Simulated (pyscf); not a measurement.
Thermochemistry of product channels of HO–BH–OH + BH₃ on the singlet surface, in kcal/mol, from ωB97M-D3(BJ)/def2-TZVP energies (ideal gas, 1 atm, RRHO with modes under 100 cm⁻¹ raised to 100, one conformer, R ln 2 for rigid chiral ones). Optimised with ωB97X-D3(BJ)/def2-SVP in PySCF.

| products | ΔE | ΔH(298 K) | ΔG(600 K) | ΔG(900 K) |
|---|---|---|---|---|
| H₂B–O–BH–OH + H₂ | -26.3 | -28.7 | -26.0 | -25.4 |
| H₂B–B(OH)–OH + H₂ | +11.7 | +9.2 | +10.6 | +10.3 |

These are energies of the channels, which say nothing of barriers.
